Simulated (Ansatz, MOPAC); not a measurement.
System: CH3S (charge 0, doublet). SMILES: [S]C

Atoms: C1, S2, H3, H4, H5. Bonds: C1-S2, C1-H3, C1-H4, C1-H5.

Bond lengths (Å) and angles (degrees) optimised at PM6 with MOPAC; MNDO with MOPAC; HF/3-21G with Ansatz (a program for electronic structure), each started from the B3LYP-D3(BJ)/def2-TZVP structure (Ansatz) of the last column. A row stands for all coordinates that are equal there. No wavenumbers were computed at PM6, MNDO, so these may be saddle points.

| coordinate | PM6 | MNDO | HF/3-21G | B3LYP-D3(BJ)/def2-TZVP |
|---|---|---|---|---|
| C1-S2 | 1.764 | 1.693 | 1.888 | 1.797 |
| C1-H3 | 1.104 | 1.110 | 1.082 | 1.095 |
| C1-H4 | 1.100 | 1.108 | 1.077 | 1.089 |
| S2-C1-H3 | 109.9 | 109.1 | 106.6 | 106.4 |
| S2-C1-H4 | 112.0 | 111.8 | 109.4 | 111.7 |
| H3-C1-H4 | 107.1 | 108.0 | 109.9 | 107.9 |
| H4-C1-H5 | 108.5 | 108.0 | 111.5 | 110.9 |

Mean signed difference of all 4 bond lengths from B3LYP-D3(BJ)/def2-TZVP: PM6 -0.001 Å, MNDO -0.013 Å, HF/3-21G 0.013 Å.
